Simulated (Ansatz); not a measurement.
## One arrangement of a pair

The pair of CH4 (SMILES C, atoms 1–5) and CH3Cl (SMILES CCl, atoms 6–10), both closed shells, in one local arrangement (a lower one may exist), relaxed at PBE0-D4/def2-TZVP:

C1  (-0.029, -0.137, -1.917)
H2  (-0.810, 0.182, -1.226)
H3  (0.831, 0.527, -1.829)
H4  (-0.409, -0.098, -2.937)
H5  (0.272, -1.158, -1.684)
C6  (0.168, 0.092, 1.937)
Cl7  (-1.508, 0.629, 1.719)
H8  (0.602, -0.091, 0.957)
H9  (0.166, -0.821, 2.526)
H10  (0.718, 0.875, 2.455)
(Å)

Computed with Ansatz 0.2.0 (basis: def2-TZVPPD, with def2-QZVPPD for the basis limit); correlated methods freeze the cores. B3LYP uses VWN-RPA correlation. Extrapolation: Hartree–Fock as exp(−7.88 √X), correlation as X^−2.97. Interaction energies count from these two fragments, frozen as in the pair, with the counterpoise correction; negative means bound.

What is the interaction energy by CCSD(T) at an estimated basis limit (MP2 extrapolated from triple and quadruple zeta, plus CCSD(T) − MP2 in triple zeta)? (An estimate is asked for; the value comes from the calculation.)

The calculation gives: -1.01 kcal/mol. Hartree–Fock alone gives 0.48 kcal/mol at the basis limit, so without correlation the pair would not bind at this distance. It counts from the two fragments frozen as in the pair.

The same quantity by other methods in triple zeta, and each one's difference from that estimate:
| method | E_int (kcal/mol) | difference |
| --- | --- | --- |
| PBE-D4 | -1.19 | -0.18 |
| revPBE-D4 | -0.95 | 0.06 |
| BLYP-D4 | -0.80 | 0.21 |
| r2SCAN-D4 | -0.89 | 0.13 |
| B97M-V | -0.96 | 0.05 |
| PBE0-D4 | -1.07 | -0.06 |
| B3LYP-D4 | -0.92 | 0.10 |
| HSE06-D4 | -1.08 | -0.06 |
| wB97X-V | -0.98 | 0.03 |
| wB97M-V | -0.93 | 0.09 |
| B2PLYP | -0.26 | 0.75 |
| HF | 0.48 | 1.50 |
| MP2 | -0.88 | 0.13 |
| CCSD | -0.65 | 0.36 |
| CCSD(T) | -0.85 | 0.17 |
Differences are method less estimate.

Which atoms make the shortest contact between the fragments?

H2 and H8, 2.61 Å apart.

Basis-set superposition shift (counterpoise-corrected less uncorrected): CCSD(T) 0.33; MP2 0.32; HF 0.03; PBE0-D4 0.04; wB97M-V 0.06 kcal/mol.

T1 diagnostic: at most 0.008.

For scale, one of the runs: CCSD(T)/def2-TZVPPD, 244 basis functions, launched by `ansatz run in.yaml --threads 4 --pin off --events-out ev --progress --plain --max-ram 9574MiB`. The run took 49 s on 4 CPU threads of an Intel Xeon Platinum 8488C (shared host), with 4.8 GiB of host memory at its peak.
